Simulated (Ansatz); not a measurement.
The first iterations of a band of BFH$_{4}$S (7 atoms, charge 0, multiplicity 1).

Method: RKS PBE0-D4/def2-SVP (Ansatz).

```yaml
movable_images: 9
climbing_image: yes
spring: 5.0 eV/Å²
optimiser: quadratic models (default)
start_path: through a guess of the saddle point
force_threshold: 0.05 eV/Å
iteration_limit: 60
end_points: relaxed
```

Image 0:

```xyz
7
Properties=species:S:1:pos:R:3
B -0.002 0.029 0.004
F -0.577 0.487 1.146
H 1.196 0.206 -0.118
H -0.706 -0.016 -0.987
S 0.115 -2.165 0.315
H -1.151 -2.395 0.729
H 0.596 -2.176 1.578
```

Image 10:

```xyz
7
Properties=species:S:1:pos:R:3
B 0.144 -0.530 -0.399
F -0.152 0.106 2.144
H 1.203 0.035 -0.461
H -0.898 -0.041 -0.738
S 0.232 -2.248 0.106
H -1.082 -2.560 0.031
H 0.025 -0.792 1.984
```

| iteration | highest image above the first end (eV) | largest band force component (eV/Å) |
| --- | --- | --- |
| 1 | 3.179 | 8.364 |
| 2 | 1.650 | 4.408 |
| 3 | 1.391 | 2.848 |

Does the band converge within its limit, and where does its top end?

The forces met the threshold. It ended after 10 iterations with the highest image 0.921 eV above the first end. A vibrational analysis at the climbing image gives one clearly imaginary mode, 854i cm⁻¹: a first-order saddle point. The orbitals stay closed-shell, which can raise the energy where a bond breaks towards radicals; this wasn't checked here.

Run time: 2.9 min on 1 thread of Arm Neoverse V1, with other jobs on the host, peak memory 0.12 GiB.
